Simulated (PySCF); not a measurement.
## Indirect couplings

Geometry:
```csv
atom,x (Å),y (Å),z (Å)
C1,0.847,0.167,0.061
C2,-0.271,-0.800,-0.191
C3,-0.577,0.633,0.129
H4,1.407,0.077,0.996
H5,1.455,0.487,-0.790
H6,-0.433,-1.146,-1.215
H7,-0.482,-1.556,0.571
H8,-0.998,0.864,1.112
H9,-0.949,1.273,-0.674
```

Couplings: B3LYP/pcJ-1 in PySCF 2.14.0 with density-fitted response routines, geometry PBE0-D3(BJ)/def2-SVP; gas phase, one conformer, non-relativistic. Couplings are averaged over pairs made equivalent by symmetry, fast rotation or ring inversion, so a value needn't be that of the named pair in this geometry, while other rotamers aren't included; one pair stands for each set, and the list holds those of at least 0.8 Hz over up to four bonds.

Isotopes: 13C, 1H.

```tsv
pair	bonds	J (Hz)
C1, C2	1	15.1
C1, H4	1	168.8
C1, H6	2	-2.1
H4, H5	2	?
H4, H6	3	?
H4, H7	3	10.3
```

Estimate the withheld couplings, with signs.

Answers


- 2J(H4,H5) = -5.1 Hz
- 3J(H4,H6) = 6.2 Hz
